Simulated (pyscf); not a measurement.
Thermochemistry of product channels of H₃C–Zn–CH₃ + H atom (H•) on the doublet surface, in eV, from ωB97M-D3(BJ)/def2-TZVP energies (ideal gas, 1 atm, RRHO with modes under 100 cm⁻¹ raised to 100, one conformer, R ln 2 for chiral ones without a mode under 150 cm⁻¹). Single points on ωB97X-D3(BJ)/def2-SVP structures (PySCF, gas phase).

```
products                                         ΔE  ΔH(298 K)  ΔG(600 K)  ΔG(900 K)
--------------------------------------------  -----  ---------  ---------  ---------
methane (CH₄) + [H₃C–Zn]•                     -1.61      -1.41      -1.56      -1.59
methane (CH₄) + Zn [singlet] + methyl (CH₃•)  -0.84      -0.71      -1.51      -1.87
methane (CH₄) + •H₂C–ZnH                      -0.52      -0.48      -0.68      -0.74
[H₃C–CH₂–Zn]• + hydrogen (H₂)                 -0.73      -0.65      -0.75      -0.78
ethane (H₃C–CH₃) + ZnH•                       -1.25      -1.08      -1.17      -1.17
```

These are energies of the channels, which say nothing of barriers. Elements up to Kr have no core potential and no relativistic terms here.
